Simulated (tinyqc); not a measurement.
Inside a calculation (part 2 of 2). Method: LCCD on RHF in the sto-6g basis, for H3O+, spin multiplicity 1. Computed by tinyqc, a small Python program that keeps every step (integrals from PySCF). Command: `OMP_NUM_THREADS=1 python tinyqc.py 24458 24459 out.jsonl` (the two numbers bound the seeds that draw the settings). One thread of a shared host (Intel(R) Xeon(R) Processor @ 2.60GHz), about 0.2 s of CPU time with the checks.

Geometry (angstrom):
```
atom        x        y       z
O      0.0000   0.0000  0.3650
H      0.9490   0.0000  0.0000
H     -0.4740   0.8220  0.0000
H     -0.4740  -0.8220  0.0000
```

## Integrals over molecular orbitals

coefficients C:
```
            MO1      MO2      MO3      MO4      MO5      MO6      MO7      MO8
1O 1s    0.9967  -0.2272   0.0000   0.0000  -0.0646  -0.1394   0.0000   0.0000
1O 2s    0.0159   0.8771   0.0000  -0.0001   0.3410   0.9790   0.0001   0.0000
1O 2px   0.0000   0.0001   0.0000   0.7107   0.0000   0.0002  -0.8885   0.0000
1O 2py   0.0000   0.0000   0.7106   0.0000   0.0000   0.0000   0.0000   0.8888
1O 2pz  -0.0023  -0.1250   0.0000   0.0000   0.9236  -0.4473  -0.0001   0.0000
2H 1s   -0.0029   0.0933   0.0000   0.4056  -0.1108  -0.6387   0.9621   0.0000
3H 1s   -0.0029   0.0933   0.3512  -0.2027  -0.1109  -0.6389  -0.4811  -0.8332
4H 1s   -0.0029   0.0933  -0.3512  -0.2027  -0.1109  -0.6389  -0.4811   0.8332
```

core Hamiltonian H = T + V (hartree):
```
           1O 1s    1O 2s   1O 2px   1O 2py   1O 2pz    2H 1s    3H 1s    4H 1s
1O 1s   -33.4926  -7.4082   0.0000   0.0000   0.0157  -1.5596  -1.5600  -1.5600
1O 2s    -7.4082  -9.7046  -0.0001   0.0000   0.1778  -3.5569  -3.5575  -3.5575
1O 2px    0.0000  -0.0001  -8.0490   0.0000   0.0000  -2.3548   1.1764   1.1764
1O 2py    0.0000   0.0000   0.0000  -8.0491   0.0000   0.0000  -2.0401   2.0401
1O 2pz    0.0157   0.1778   0.0000   0.0000  -7.9484   0.9578   0.9580   0.9580
2H 1s    -1.5596  -3.5569  -2.3548   0.0000   0.9578  -5.1572  -1.3695  -1.3695
3H 1s    -1.5600  -3.5575   1.1764  -2.0401   0.9580  -1.3695  -5.1575  -1.3684
4H 1s    -1.5600  -3.5575   1.1764   2.0401   0.9580  -1.3695  -1.3684  -5.1575
```

Given earlier and not repeated: Two-electron integrals (ij|kl) in chemists' order.

(pq|rs) = sum C_ip C_jq C_kr C_ls (ij|kl), one index at a time.

one-electron integrals over orbitals h = C^T H C (hartree):
```
          1        2        3        4        5        6        7        8
1  -33.4792   0.5737   0.0000  -0.0001   0.1573   0.3547   0.0000   0.0000
2    0.5737  -8.2259   0.0000   0.0001  -0.2083  -1.4661   0.0001   0.0000
3    0.0000   0.0000  -7.0352   0.0000   0.0000   0.0000   0.0000  -1.7240
4   -0.0001   0.0001   0.0000  -7.0352   0.0000  -0.0003   1.7238   0.0000
5    0.1573  -0.2083   0.0000   0.0000  -7.7516   0.6815   0.0001   0.0000
6    0.3547  -1.4661   0.0000  -0.0003   0.6815  -5.1830   0.0002   0.0000
7    0.0000   0.0001   0.0000   1.7238   0.0001   0.0002  -5.5758   0.0000
8    0.0000   0.0000  -1.7240   0.0000   0.0000   0.0000   0.0000  -5.5763
```

Two-electron integrals over orbitals (pq|rs), unique and non-zero (hartree):
```
(11|11) 4.7619      (21|11) -0.4372     (21|21) 0.0651      (22|11) 1.0405
(22|21) -0.0155     (22|22) 0.7369      (31|31) 0.0146      (32|31) 0.0212
(32|32) 0.1381      (33|11) 0.8679      (33|21) -0.0060     (33|22) 0.6631
(33|33) 0.6655      (41|11) 5.96e-05    (41|21) -7.67e-06   (41|22) 5.76e-06
(41|33) -0.0022     (41|41) 0.0146      (42|11) -4.32e-05   (42|21) 3.51e-06
(42|22) 3.57e-06    (42|33) -0.0320     (42|41) 0.0212      (42|42) 0.1380
(43|31) -0.0022     (43|32) -0.0320     (43|43) 0.0408      (44|11) 0.8680
(44|21) -0.0060     (44|22) 0.6631      (44|33) 0.5838      (44|41) 0.0022
(44|42) 0.0319      (44|44) 0.6655      (51|11) -0.1264     (51|21) 0.0156
(51|22) -0.0139     (51|33) -0.0038     (51|41) -1.74e-06   (51|42) 2.03e-06
(51|44) -0.0038     (51|51) 0.0285      (52|11) 0.0699      (52|21) -0.0078
(52|22) -0.0181     (52|33) 0.0061      (52|41) 1.85e-06    (52|42) 5.61e-06
(52|44) 0.0062      (52|51) 0.0272      (52|52) 0.1348      (53|31) 0.0040
(53|32) 0.0043      (53|43) 0.0058      (53|53) 0.0370      (54|11) 1.81e-06
(54|21) 1.22e-06    (54|22) 9.39e-06    (54|33) 0.0058      (54|41) 0.0040
(54|42) 0.0043      (54|44) -0.0058     (54|51) -3.48e-06   (54|52) -1.32e-05
(54|54) 0.0370      (55|11) 1.0826      (55|21) -0.0136     (55|22) 0.7261
(55|33) 0.6477      (55|41) 2.05e-06    (55|42) -2.04e-05   (55|44) 0.6477
(55|51) 0.0124      (55|52) 0.0862      (55|54) -3.08e-06   (55|55) 0.8629
(61|11) -0.2860     (61|21) 0.0443      (61|22) -0.0070     (61|33) -0.0032
(61|41) -1.98e-06   (61|42) 6.45e-06    (61|44) -0.0032     (61|51) 0.0022
(61|52) -0.0145     (61|54) 2.93e-06    (61|55) -0.0135     (61|61) 0.0330
(62|11) 0.3406      (62|21) -0.0101     (62|22) 0.1497      (62|33) 0.1027
(62|41) 5.95e-06    (62|42) 8.94e-06    (62|44) 0.1027      (62|51) -0.0146
(62|52) -0.0251     (62|54) 7.65e-06    (62|55) 0.1404      (62|61) -0.0025
(62|62) 0.0861      (63|31) 0.0066      (63|32) -0.0093     (63|43) 0.0232
(63|53) 0.0082      (63|63) 0.0509      (64|11) 6.05e-05    (64|21) 1.81e-07
(64|22) 3.35e-05    (64|33) 0.0232      (64|41) 0.0066      (64|42) -0.0092
(64|44) -0.0232     (64|51) 1.90e-06    (64|52) 9.65e-06    (64|54) 0.0081
(64|55) 3.97e-05    (64|61) 9.83e-07    (64|62) 1.37e-05    (64|64) 0.0508
(65|11) -0.1367     (65|21) -0.0007     (65|22) -0.0787     (65|33) -0.0461
(65|41) 1.68e-06    (65|42) 1.14e-05    (65|44) -0.0462     (65|51) 0.0118
(65|52) 0.0309      (65|54) 2.57e-06    (65|55) -0.0726     (65|61) -0.0046
(65|62) -0.0508     (65|64) -5.41e-07   (65|65) 0.0386      (66|11) 0.6906
(66|21) -0.0073     (66|22) 0.5420      (66|33) 0.5101      (66|41) 6.07e-06
(66|42) 1.41e-05    (66|44) 0.5101      (66|51) -0.0169     (66|52) -0.0547
(66|54) 1.03e-05    (66|55) 0.5022      (66|61) 2.74e-04    (66|62) 0.0686
(66|64) 2.16e-05    (66|65) -0.0395     (66|66) 0.4899      (71|11) -2.59e-05
(71|21) 2.73e-06    (71|22) -4.17e-06   (71|33) 0.0020      (71|41) -0.0162
(71|42) -0.0222     (71|44) -0.0020     (71|51) -8.41e-07   (71|52) -2.86e-06
(71|54) -0.0045     (71|55) -1.83e-06   (71|61) -1.26e-06   (71|62) -4.76e-06
(71|64) -0.0069     (71|65) -2.41e-06   (71|66) -4.93e-06   (71|71) 0.0179
(72|11) -2.58e-06   (72|21) -1.56e-06   (72|22) -1.30e-05   (72|33) -0.0113
(72|41) -0.0147     (72|42) -0.0484     (72|44) 0.0113      (72|51) -2.11e-06
(72|52) -7.09e-06   (72|54) -0.0193     (72|55) -8.14e-06   (72|61) -3.61e-06
(72|62) -6.57e-06   (72|64) -0.0351     (72|65) -9.49e-06   (72|66) -1.93e-05
(72|71) 0.0156      (72|72) 0.0520      (73|31) -0.0026     (73|32) -0.0371
(73|43) 0.0041      (73|53) 0.0067      (73|63) 0.0242      (73|73) 0.0328
(74|11) -0.3671     (74|21) 0.0072      (74|22) -0.1597     (74|33) -0.1288
(74|41) 0.0026      (74|42) 0.0371      (74|44) -0.1206     (74|51) -0.0007
(74|52) -0.0398     (74|54) -0.0067     (74|55) -0.1870     (74|61) 0.0052
(74|62) -0.0808     (74|64) -0.0242     (74|65) 0.0366      (74|66) -0.0419
(74|71) -0.0029     (74|72) 0.0021      (74|74) 0.1482      (75|11) -2.87e-05
(75|21) -1.47e-07   (75|22) -1.76e-05   (75|33) 0.0127      (75|41) -0.0065
(75|42) -0.0405     (75|44) -0.0127     (75|51) 5.85e-07    (75|52) -3.71e-06
(75|54) -0.0214     (75|55) -1.53e-05   (75|61) -1.75e-06   (75|62) -1.40e-05
(75|64) 0.0159      (75|65) 3.27e-07    (75|66) -4.58e-06   (75|71) 0.0070
(75|72) 0.0109      (75|74) -0.0151     (75|75) 0.0333      (76|11) -4.33e-05
(76|21) 1.98e-07    (76|22) -2.12e-05   (76|33) 0.0399      (76|41) -0.0118
(76|42) -0.0937     (76|44) -0.0399     (76|51) -2.34e-06   (76|52) -1.66e-05
(76|54) 0.0155      (76|55) -1.63e-05   (76|61) -1.69e-06   (76|62) -2.08e-05
(76|64) 0.0459      (76|65) 4.76e-06    (76|66) 2.65e-06    (76|71) 0.0125
(76|72) 0.0009      (76|74) -0.0480     (76|75) 0.0328      (76|76) 0.1144
(77|11) 0.7774      (77|21) -0.0074     (77|22) 0.5786      (77|33) 0.5200
(77|41) 0.0007      (77|42) 0.0319      (77|44) 0.5933      (77|51) -0.0027
(77|52) 0.0021      (77|54) -0.0119     (77|55) 0.5690      (77|61) -0.0043
(77|62) 0.0702      (77|64) -0.0400     (77|65) -0.0267     (77|66) 0.4895
(77|71) -0.0006     (77|72) 0.0209      (77|74) -0.0609     (77|75) -0.0164
(77|76) -0.0604     (77|77) 0.5757      (81|31) 0.0162      (81|32) 0.0222
(81|43) -0.0020     (81|53) 0.0045      (81|63) 0.0069      (81|73) -0.0029
(81|81) 0.0179      (82|31) 0.0147      (82|32) 0.0484      (82|43) 0.0113
(82|53) 0.0193      (82|63) 0.0351      (82|73) 0.0021      (82|81) 0.0156
(82|82) 0.0520      (83|11) 0.3671      (83|21) -0.0072     (83|22) 0.1597
(83|33) 0.1206      (83|41) 0.0026      (83|42) 0.0370      (83|44) 0.1288
(83|51) 0.0007      (83|52) 0.0398      (83|54) -0.0067     (83|55) 0.1870
(83|61) -0.0052     (83|62) 0.0808      (83|64) -0.0242     (83|65) -0.0366
(83|66) 0.0419      (83|71) -0.0029     (83|72) 0.0022      (83|74) -0.0843
(83|75) -0.0151     (83|76) -0.0480     (83|77) 0.0968      (83|83) 0.1481
(84|31) 0.0026      (84|32) 0.0370      (84|43) -0.0041     (84|53) -0.0067
(84|63) -0.0242     (84|73) -0.0310     (84|81) 0.0029      (84|82) -0.0022
(84|84) 0.0328      (85|31) 0.0065      (85|32) 0.0406      (85|43) -0.0127
(85|53) 0.0214      (85|63) -0.0159     (85|73) -0.0151     (85|81) 0.0070
(85|82) 0.0109      (85|84) 0.0151      (85|85) 0.0333      (86|31) 0.0118
(86|32) 0.0937      (86|43) -0.0399     (86|53) -0.0155     (86|63) -0.0460
(86|73) -0.0481     (86|81) 0.0126      (86|82) 0.0009      (86|84) 0.0480
(86|85) 0.0328      (86|86) 0.1145      (87|31) 0.0007      (87|32) 0.0320
(87|43) -0.0366     (87|53) -0.0120     (87|63) -0.0401     (87|73) -0.0179
(87|81) 0.0006      (87|82) -0.0209     (87|84) 0.0179      (87|85) 0.0164
(87|86) 0.0604      (87|87) 0.0494      (88|11) 0.7776      (88|21) -0.0074
(88|22) 0.5787      (88|33) 0.5933      (88|41) -0.0007     (88|42) -0.0319
(88|44) 0.5200      (88|51) -0.0027     (88|52) 0.0021      (88|54) 0.0119
(88|55) 0.5690      (88|61) -0.0043     (88|62) 0.0702      (88|64) 0.0401
(88|65) -0.0267     (88|66) 0.4895      (88|71) 0.0006      (88|72) -0.0209
(88|74) -0.0968     (88|75) 0.0164      (88|76) 0.0603      (88|77) 0.4770
(88|83) 0.0610      (88|88) 0.5757
```

## LCCD: starting amplitudes

orbital energies (hartree): MO1 -21.1221, MO2 -1.7794, MO3 -1.0751, MO4 -1.0749, MO5 -0.9179, MO6 0.0679, MO7 0.2165, MO8 0.2168

t_ij^ab = <ij||ab> / (e_i + e_j - e_a - e_b), whose energy is MP2.

Starting amplitudes (spin orbitals 1a, 1b, ...; amplitudes related by a flip of all spins are not repeated; the 24 largest):
```
from      to        t
4a 4b  7a 7b  -0.0574
3a 3b  8a 8b  -0.0573
3a 4b  7b 8a  -0.0326
2a 4b  6a 7b   0.0257
2a 3b  6a 8b  -0.0257
2a 2b  6a 6b  -0.0233
3a 3b  6a 6b  -0.0223
4a 4b  6a 6b  -0.0222
3a 4a  7a 8a  -0.0206
5a 5b  6a 6b  -0.0196
2a 5b  6a 6b   0.0179
4a 5b  6b 7a   0.0161
3a 5b  6b 8a  -0.0161
5a 5b  8a 8b  -0.0147
5a 5b  7a 7b  -0.0147
2a 3a  6a 8a  -0.0146
2a 4a  6a 7a   0.0146
2a 2b  7a 7b  -0.0130
2a 2b  8a 8b  -0.0130
3a 3b  7a 7b  -0.0127
4a 4b  8a 8b  -0.0127
3a 4b  7a 8b   0.0120
2a 4b  6b 7a  -0.0112
2a 3b  6b 8a   0.0112
```

correlation energy = -0.054532 hartree

## LCCD: amplitude update 1

t_ij^ab D_ij^ab are set to the remaining terms of the spin-orbital equations, evaluated with the old amplitudes; for the doubles these are <ij||ab> + 1/2 <ab||ef> t_ij^ef + 1/2 <mn||ij> t_mn^ab + P(ij)P(ab) <mb||ej> t_im^ae, D the orbital-energy denominators (linear CCD).

Amplitudes after update 1 (spin orbitals 1a, 1b, ...; amplitudes related by a flip of all spins are not repeated; the 24 largest):
```
from      to        t
4a 4b  7a 7b  -0.0710
3a 3b  8a 8b  -0.0710
3a 4b  7b 8a  -0.0377
2a 4b  6a 7b   0.0306
2a 3b  6a 8b  -0.0306
3a 3b  6a 6b  -0.0288
4a 4b  6a 6b  -0.0287
2a 2b  6a 6b  -0.0256
2a 5b  6a 6b   0.0229
5a 5b  6a 6b  -0.0227
3a 4a  7a 8a  -0.0193
4a 5b  6b 7a   0.0188
3a 5b  6b 8a  -0.0188
3a 4b  7a 8b   0.0183
2a 4b  6b 7a  -0.0168
2a 3b  6b 8a   0.0168
5a 5b  8a 8b  -0.0166
5a 5b  7a 7b  -0.0166
3a 3b  7a 7b  -0.0151
4a 4b  8a 8b  -0.0150
2a 2b  8a 8b  -0.0140
2a 2b  7a 7b  -0.0140
4a 4b  6a 7b   0.0138
3a 3b  6a 7b  -0.0138
```

correlation energy = -0.065374 hartree

## LCCD: convergence

E_corr = 1/4 sum <ij||ab> t_ij^ab; stop when the norm of the change is below 1e-8.

Course of the amplitude iterations:
```
update  correlation energy (hartree)  norm of the change
0                          -0.054532                   -
1                          -0.065374            6.81e-02
2                          -0.068437            2.52e-02
3                          -0.069512            1.04e-02
4                          -0.069928            4.46e-03
5                          -0.070098            1.99e-03
6                          -0.070168            9.18e-04
7                          -0.070198            4.33e-04
8                          -0.070211            2.08e-04
9                          -0.070217            1.01e-04
10                         -0.070220            4.95e-05
11                         -0.070221            2.44e-05
12                         -0.070221            1.20e-05
13                         -0.070222            5.94e-06
14                         -0.070222            2.94e-06
15                         -0.070222            1.46e-06
16                         -0.070222            7.21e-07
17                         -0.070222            3.57e-07
18                         -0.070222            1.77e-07
19                         -0.070222            8.76e-08
20                         -0.070222            4.34e-08
21                         -0.070222            2.15e-08
22                         -0.070222            1.06e-08
23                         -0.070222            5.27e-09
```

Converged amplitudes (spin orbitals 1a, 1b, ...; amplitudes related by a flip of all spins are not repeated; the 24 largest):
```
from      to        t
4a 4b  7a 7b  -0.0789
3a 3b  8a 8b  -0.0788
3a 4b  7b 8a  -0.0395
2a 3b  6a 8b  -0.0323
2a 4b  6a 7b   0.0323
3a 3b  6a 6b  -0.0319
4a 4b  6a 6b  -0.0319
2a 2b  6a 6b  -0.0268
2a 5b  6a 6b   0.0256
5a 5b  6a 6b  -0.0248
3a 4b  7a 8b   0.0239
2a 4b  6b 7a  -0.0207
2a 3b  6b 8a   0.0207
4a 5b  6b 7a   0.0201
3a 5b  6b 8a  -0.0201
5a 5b  8a 8b  -0.0166
5a 5b  7a 7b  -0.0166
4a 4b  6a 7b   0.0157
3a 3b  6a 7b  -0.0157
3a 4b  6a 8b   0.0157
3a 4b  6b 8a  -0.0157
3a 4a  7a 8a  -0.0156
3a 3b  7a 7b  -0.0154
4a 4b  8a 8b  -0.0154
```

LCCD total energy = -76.109178 hartree

Converged in 23 updates.
